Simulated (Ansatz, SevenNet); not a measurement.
For zinc-blende BP, the machine-learned potential SevenNet-l3i5 (trained on PBE and PBE+U data) gives:

lattice constant a: 4.545 Å
elastic constant C11: 190 GPa
elastic constant C44: 68.6 GPa
Voigt–Reuss–Hill shear modulus: 54.6 GPa

Task: What does PBE0 in Ansatz (plane waves, PAW) give for the same quantities?

Result: 
- lattice constant a: 4.523 Å (decreases by 0.5 %)
- elastic constant C11: 368 GPa (goes up by 94 %)
- elastic constant C44: 200 GPa (grows by 190 %)
- Voigt–Reuss–Hill shear modulus: 176 GPa (grows by 220 %)

For comparison: lattice constant a 4.525 Å (measured, static lattice: zero-point anharmonic expansion removed; as tabulated in Mejia-Rodriguez and Trickey (2018), arXiv:1807.09216); elastic constant C11 315 GPa (measured, temperature not stated, no zero-point or thermal correction, sources range from 315 to 354; as tabulated in Råsander and Moram (2015), arXiv:1505.02379); elastic constant C44 160 GPa (measured, temperature not stated, not corrected to a static lattice, sources range from 160 to 190; as tabulated in Råsander and Moram (2015), arXiv:1505.02379); Voigt–Reuss–Hill shear modulus 166 GPa (measured, temperature not stated, no zero-point or thermal correction, Hill average of measured single-crystal constants; as tabulated in Mahat et al. (2021), doi:10.1103/physrevmaterials.5.033606).

Changes are worked out from the printed values.

Unless a cell is named, each level is at its own relaxed cell (SevenNet-l3i5 11.74, PBE0 11.57 Å³/atom).

Ansatz's density-functional and Hartree–Fock values are scalar-relativistic unless marked +SOC, with PAW data made under PBE.

Ansatz is a program for electronic structure.
